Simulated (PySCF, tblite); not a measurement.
# C4H6NO radical: geometry, infrared bands and EPR parameters

Aim: predict the infrared bands and EPR parameters of C4H6NO radical (`C[C]1C=NOC1`).

The runs use tblite 0.8.0 and PySCF 2.14.0, with density-fitted response routines of our own; the level of theory stands in each step. All values are computed, except where a source is named. Atoms are numbered from 0 throughout.

### 1 Starting geometry

12 atoms, charge 0, multiplicity 2; geometry from: force field or distance geometry start.

Bonds of the start (Å): C0–C1 1.48, C1–C2 1.42, C2–N3 1.30, N3–O4 1.44, O4–C5 1.43, C5–C1 1.47, C0–H6 1.09, C0–H7 1.10, C0–H8 1.09, C2–H9 1.10, C5–H10 1.09, C5–H11 1.10.

### 2 Optimising the geometry with GFN2-xTB

What the job is given:

```
{"job": {"kind": "relax", "xc": "GFN2-xTB", "basis": "xTB"}, "charge": 0, "multiplicity": 2}
C      1.399200     0.470600     0.538500
C      0.057700     0.124100     0.018500
C     -1.007900     1.002800    -0.318600
N     -2.077400     0.412900    -0.756000
O     -1.806500    -0.998500    -0.717700
C     -0.470800    -1.223200    -0.244600
H      2.171100     0.118600    -0.143000
H      1.561600     0.027700     1.526900
H      1.506400     1.554100     0.641900
H     -0.909800     2.093000    -0.215700
H      0.099900    -1.743900    -1.019200
H     -0.522300    -1.838800     0.663200
```

Command:

```sh
OMP_NUM_THREADS=1 python probes_run.py task.json out
```

The driver reads the jobs from task.json and runs them one after another.

**Question.** This job is followed by: GFN2-xTB harmonic vibrations, gas phase; UKS B3LYP, pcH-1 on C H N O, non-relativistic, mean-field spin-orbit, GIAO. What will the session give for the following? strongest single infrared mode (GFN2-xTB); zero-point energy (GFN2-xTB); g(iso) (B3LYP); ⟨S²⟩; largest a(iso) (averaged by class); surface potential, 1st and 99th percentile.

The runs gave:

| quantity | value |
| --- | --- |
| strongest single infrared mode (GFN2-xTB) | 984 cm⁻¹, 78 km/mol |
| zero-point energy (GFN2-xTB) | 58.3 kcal/mol |
| g(iso) (B3LYP) | 2.00401 |
| ⟨S²⟩ | 0.774 (exact 0.75) |
| largest a(iso) (averaged by class) | 1H on H10, H11, 123.4 MHz |
| surface potential, 1st and 99th percentile | -1.89 V and 1.18 V |

In words: Relaxing lowered the energy by 0.164 eV in 24 steps; the close pair that moved most is N3–O4, from 1.438 to 1.364 Å. No mode is imaginary among the 30: a minimum at this level. The strongest single mode, at 984 cm⁻¹, moves mainly O4 and N3. Unscaled tight-binding wavenumbers are off by several per cent, some by more. Its intensities can rank the bands wrongly. The largest spin populations lie on C1 (0.55 e), N3 (0.49 e). The isotropic g lies 1.7 ppt above the free-electron value.
